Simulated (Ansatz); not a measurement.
Species: PH$_{3}$, charge 1, doublet. PH3+ (parent SMILES P, doublet).
B3LYP-D3(BJ)/def2-TZVP minimum from Ansatz (a program for electronic structure):
```
P
H 1 1.4029
H 1 1.4029 2 113.00
H 1 1.4029 2 113.00 3 129.90
```
Charge +1, spin multiplicity 2.

Total energies in cc-pV(Q+d)Z, 7 correlated electrons, 5 frozen orbitals. UHF or UKS for unpaired electrons; spin-orbit terms are left out. Correlated methods leave the cores frozen. No relativity.

```
method    program  energy (Eh)  minus CCSDT(Q) (mEh)
--------  -------  -----------  --------------------
HF         Ansatz   -342.17967                170.25
MP2        Ansatz   -342.31897                 30.94
CCSD       Ansatz   -342.34418                  5.74
CCSD(T)    Ansatz   -342.34897                  0.94
CCSDT(Q)   Ansatz   -342.34991                  0.00
```

Rough core times of Ansatz's runs on a shared machine: CCSD(T) under 20 s, CCSDT(Q) 30 min.
